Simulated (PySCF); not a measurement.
Acetonitrile, SMILES CC#N, CAM-B3LYP/def2-SVP optimised geometry.

```
6

C     -0.10    -0.96     0.00
C     -0.60     0.41     0.00
N     -1.00     1.49     0.00
H     -0.45    -1.49     0.89
H     -0.45    -1.49    -0.89
H      1.00    -0.96     0.00
```

Density from CAM-B3LYP/def2-TZVP (PySCF 2.14.0) at that geometry.

Minimum of the electron density along straight lines between bonded atoms, close to the bond critical point (lines longer than 1.1 times the sum of covalent radii, or with two minima, are not listed):

```
bond   length / Å  ρ at the minimum / e bohr⁻³  ∇²ρ there / e bohr⁻⁵  position (fraction from the first atom)
-----  ----------  ---------------------------  --------------------  ---------------------------------------
C1–C2       1.458                        0.269                 -0.75                                     0.46
C2–N3       1.152                        0.497                 -0.25                                     0.35
C1–H4       1.099                        0.275                 -0.94                                     0.65
C1–H5       1.099                        0.275                 -0.94                                     0.65
C1–H6       1.099                        0.275                 -0.94                                     0.65
```
